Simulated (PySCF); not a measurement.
C4H6O2, SMILES C=CCOC=O, point group C1.

Level: B3LYP/pcSseg-1 in PySCF (density fitting, grid level 2); geometry and Hessian at that level, cubic constants and property derivatives from steps of ±0.6 along each species' dimensionless normal coordinates, second-order vibrational perturbation theory. The parent has the commonest isotopes.

Equilibrium geometry (Å):

```tsv
atom	x	y	z
C1	-2.0977	0.3638	0.5142
C2	-0.8780	0.4605	-0.0053
C3	0.0250	-0.7124	-0.2316
O4	1.2293	-0.6328	0.5882
C5	2.2428	0.1016	0.1062
O6	2.2466	0.7160	-0.9268
H7	-2.5128	-0.5936	0.8279
H8	-2.7328	1.2374	0.6401
H9	-0.4855	1.4297	-0.3121
H10	-0.4487	-1.6472	0.0743
H11	0.3312	-0.7760	-1.2807
H12	3.0853	0.0503	0.8157
```

(1) Give the equilibrium and ground-state rotational constants (MHz) of parent; ²H at 8.

(2) How is the parent's vibrational correction B0 − Be made up?

(3) And its quartic centrifugal distortion constants from the harmonic force field?

A mode lies under 250 cm⁻¹, where this perturbation treatment is rough. Internal rotors are held in one well.

Results:

(1) 
| species | Ae | Be | Ce | A0 | B0 | C0 | Δ0 (u Å²) | harmonic ZPE (cm⁻¹) |
| --- | --- | --- | --- | --- | --- | --- | --- | --- |
| parent | 9453.8 | 2039.1 | 1847.9 | 9599.8 | 1995.4 | 1816.7 | -27.739 | 20862 |
| ²H at 8 | 9220 | 1949 | 1771.4 | 9365.2 | 1907.3 | 1741.6 | -28.747 | 20174 |

Δ0 = Ic − Ia − Ib from the ground-state constants.

(2) 
```json
{"axis": "a", "harmonic": "32.9", "Coriolis": "-36.5", "cubic": "150", "total (MHz)": "146"}
{"axis": "b", "harmonic": "3.54", "Coriolis": "-1.87", "cubic": "-45.4", "total (MHz)": "-43.7"}
{"axis": "c", "harmonic": "1.74", "Coriolis": "-1.59", "cubic": "-31.4", "total (MHz)": "-31.2"}
```

(3) Asymmetric top, A reduction, Ir representation: ΔJ = 2.23 kHz, ΔJK = -31.8 kHz, ΔK = 184 kHz, δJ = 0.511 kHz, δK = 6.2 kHz.
